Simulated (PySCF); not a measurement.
Simulated Si 2p region for `C[SiH2][PH-]`, binding energy against the vacuum level.

Every computed line was given a Gaussian of 0.6 eV full width at half maximum and an area set by the number of equivalent atoms (split 2:1 within a doublet); the highest printed point is 100. Computed, not measured: delta-SCF UKS SCAN, pcX-2 on the ionised atom, pcseg-1 elsewhere, spin-free X2C in PySCF 2.14.0.

| binding energy (eV) | intensity |
| --- | --- |
| 100.0 | 0 |
| 100.1 | 1 |
| 100.2 | 3 |
| 100.3 | 8 |
| 100.4 | 17 |
| 100.5 | 33 |
| 100.6 | 54 |
| 100.7 | 77 |
| 100.8 | 94 |
| 100.9 | 100 |
| 101.0 | 94 |
| 101.1 | 80 |
| 101.2 | 68 |
| 101.3 | 60 |
| 101.4 | 57 |
| 101.5 | 54 |
| 101.6 | 47 |
| 101.7 | 36 |
| 101.8 | 24 |
| 101.9 | 14 |
| 102.0 | 7 |
| 102.1 | 3 |
| 102.2 | 1 |
| 102.3 | 0 |
| 102.4 | 0 |

Q: Count the maxima, the lines and the sites behind this envelope.

A: The curve has 1 maximum (at 100.9 eV). Under it lie 2 lines from 1 inequivalent silicon site, drawn as a 2p3/2, 2p1/2 pair. At this width some lines have no maximum of their own.

Q: Decompose the envelope and assign each component. Numbering: `[CH3:1][SiH2:2][PH-:3]`.

A: 
| position (eV) | relative area | line | atoms | environment |
| --- | --- | --- | --- | --- |
| 100.88 | 0.67 | Si 2p3/2 | Si2 | SiH2 silicon |
| 101.50 | 0.33 | Si 2p1/2 | Si2 | SiH2 silicon |

Q: What are the centre and the root-mean-square width of the whole band?

A: The area-weighted mean of the lines is 101.08 eV. Their own spread about it is 0.29 eV (rms) and each Gaussian has σ = 0.6/2.355 = 0.25 eV; the variances add, which gives 0.39 eV.

The curve has no shake-up lines and no vibrational structure. The 2p values aren't plain energy differences: one relaxed spin-free 2p hole is combined with a matrix within the shell (ground-state 2p orbital-energy differences and spin–orbit coupling). 2p3/2, the mean of its two sublevels, lies a third of the splitting below the shell's mean and 2p1/2 two thirds above it; the statistical areas are 2:1. 2p1/2 minus 2p3/2 (ligand field included): Si 0.62 eV. The species carries charge -1, so core ionisation leaves a neutral species. The basis sets have no added diffuse functions. One conformer (not necessarily the lowest) at the GFN2-xTB geometry, without solvent, vibrations or thermal averaging.

The values belong to the conformer `[CH3:1][SiH2:2][PH-:3]`: H–P3–Si2–C1 180°.
